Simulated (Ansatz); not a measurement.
# AlBH (doublet): the correlation ladder at scale of all distances = 1.506, 6-31G

Aim: climb from Hartree-Fock through coupled cluster and multireference methods for AlBH (doublet) at one geometry and basis, and see what each rung misses.

Computed with Ansatz 0.2.0, Gaussian basis. Level: 6-31G, core rule «outside noble gas», up to 6 orbitals frozen.

Plan: UHF; CCSD(T) on ROHF; CCSD(T) on UHF; BCCD(T) on ROHF; CISD; CCSDT(Q) on ROHF; CCSDT(Q) on UHF; CCSDTQ on ROHF; CCSDTQ on UHF; CASSCF and MRCISD+Q, 3 electrons in 3 orbitals; CASSCF and NEVPT2, 3 electrons in 3 orbitals; CASSCF and MRCISD+Q, 7 electrons in 9 orbitals; CASSCF and MRCISD+Q(relaxed), 7 electrons in 9 orbitals; CASSCF and NEVPT2, 7 electrons in 9 orbitals; Full CI.

10 further runs of the same task are left out: 6 that didn't finish, 4 set aside as unsound or not needed.

### 1 The system

The geometry derives from a PBE0/def2-TZVP stationary point (not a proven minimum). All distances are scaled together.

3 atoms, charge 0, spin multiplicity 2.

Atoms are counted from 1 here; the program's logs count them from 0.

No contacts short enough for the rule that draws bonds.

As a file:

```xyz
3

B     0.0000   -0.1385    0.4734
Al    0.0000   -0.0502   -2.7184
H     0.0000    0.1888    2.2450
```

### 2 UHF

in.yaml reads:

```yaml
crystal:
  periodic: [false, false, false]
  atoms:
    - {symbol: B, position_ang: [0.000000, -0.138525, 0.473391]}
    - {symbol: Al, position_ang: [0.000000, -0.050227, -2.718388]}
    - {symbol: H, position_ang: [0.000000, 0.188751, 2.244997]}
basis:
  gaussian: {orbitals: 6-31G}
magnetization: {spin_polarized: true, initial_magnetization: 1}
hamiltonian: {xc: hf}
output: {orbitals: {seedname: orbitals}}
```

Command:

```
$ ansatz run in.yaml --threads 1 --pin off --events-out ev --progress --plain --max-ram 2393MiB
```

After this run come: CCSD(T) on ROHF; CCSD(T) on UHF; BCCD(T) on ROHF; CISD; CCSDT(Q) on ROHF; CCSDT(Q) on UHF; CCSDTQ on ROHF; CCSDTQ on UHF; CASSCF and MRCISD+Q, 3 electrons in 3 orbitals; CASSCF and NEVPT2, 3 electrons in 3 orbitals; CASSCF and MRCISD+Q, 7 electrons in 9 orbitals; CASSCF and MRCISD+Q(relaxed), 7 electrons in 9 orbitals; CASSCF and NEVPT2, 7 electrons in 9 orbitals; Full CI.

**Question.** What will the summary of the whole plan be? Wanted: FCI below the RHF energy; RMP2 from FCI; UMP2 from FCI; RCCSD from FCI; RCCSD(T) from FCI; UCCSD(T) from FCI; RCCSDT(Q) from FCI; UCCSDT(Q) from FCI; NEVPT2 pair from FCI.

**Answer**, as computed:

| quantity | value |
| --- | --- |
| FCI below the RHF energy | -3.1528 eV |
| RMP2 from FCI | +30.83 kcal/mol |
| UMP2 from FCI | +33.02 kcal/mol |
| RCCSD from FCI | +2.88 kcal/mol |
| RCCSD(T) from FCI | +1.27 kcal/mol |
| UCCSD(T) from FCI | +1.41 kcal/mol |
| RCCSDT(Q) from FCI | +0.04 kcal/mol |
| UCCSDT(Q) from FCI | +0.01 kcal/mol |
| NEVPT2 pair from FCI | +24.35 kcal/mol |
| MRCISD+Q pair from FCI | -1.04 kcal/mol |
| NEVPT2 valence from FCI | +4.39 kcal/mol |
| levels within 1 kcal/mol (43 meV) | RCCSDT, UCCSDT, RCCSDT(Q), UCCSDT(Q), RCCSDTQ, UCCSDTQ, MRCISD valence, MRCISD+Q valence, MRCISD+Q(relaxed) valence |
| T1 diagnostic | 0.075 |
| effectively unpaired electrons | 1.27 |

In words: RCCSD(T) misses by +1.27 kcal/mol, 1.8 % of the correlation energy. MRCISD+Q pair, MRCISD+Q(relaxed) valence fall below full CI: the +Q correction isn't variational, and the cores differ from full CI's. The occupations show some static correlation. Of the multireference levels listed MRCISD+Q(relaxed) valence comes nearest in total energy (-0.10 kcal/mol), which doesn't show that its space is the better one. These misses are within one basis, not against nature; the frozen cores of restricted and unrestricted runs differ, which can shift their rows.
